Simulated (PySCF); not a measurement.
Start geometry of `C(/C#P)=C\C` from GFN2-xTB (Å):
```
atom  x, y, z in Å
C1    -1.5745   -0.0178    0.0463
C2    -0.1388   -0.4023    0.0813
C3     0.8761    0.4460   -0.1252
C4     2.2163    0.0698   -0.0798
P5     3.7189   -0.3447   -0.0203
H6    -1.6971    1.0398   -0.1759
H7    -2.1016   -0.6016   -0.7092
H8    -2.0427   -0.2340    1.0072
H9     0.0737   -1.4425    0.2925
H10    0.6787    1.4920   -0.3395
```

Task: What comes out of this run: PBE0-D3(BJ)/def2-SVP geometry optimisation, gas phase in PySCF?

Result: 
```
atom  x, y, z in Å
C1    -1.7222   -0.1271    0.0418
C2    -0.2807   -0.4877    0.0737
C3     0.7336    0.3766   -0.1377
C4     2.1036    0.0215   -0.1048
P5     3.6133   -0.3437   -0.0738
H6    -1.8748    0.9390   -0.1795
H7    -2.2591   -0.7205   -0.7177
H8    -2.2055   -0.3544    1.0072
H9    -0.0289   -1.5337    0.2848
H10    0.5036    1.4298   -0.3511
```

The energy falls by 0.036 eV over 7 energy and gradient evaluations, the largest force component goes from 0.0258 to 7.9e-05 Eh/bohr, and the atoms move by 0.022 Å rms after alignment. The bond that changes most is C3–C4 (ends: alkene CH carbon; triply bonded carbon), which lengthens by 0.023 Å. Bonds longer at the end by more than 0.005 Å: 7 of 9; shorter: 1. Rotational constants go from 35953, 1443, 1399 to 36270, 1419, 1377 MHz. The orientation of the end geometry is arbitrary; only internal coordinates are fixed.

The run used 99 basis functions and 49 SCF cycles in all. Hardware: one thread, Arm Neoverse V1 (aarch64), no GPU (shared host). Cost: 19 s wall, 0.52 GiB resident at most.

PBE0-D3(BJ)/def2-SVP frequencies: not computed here.
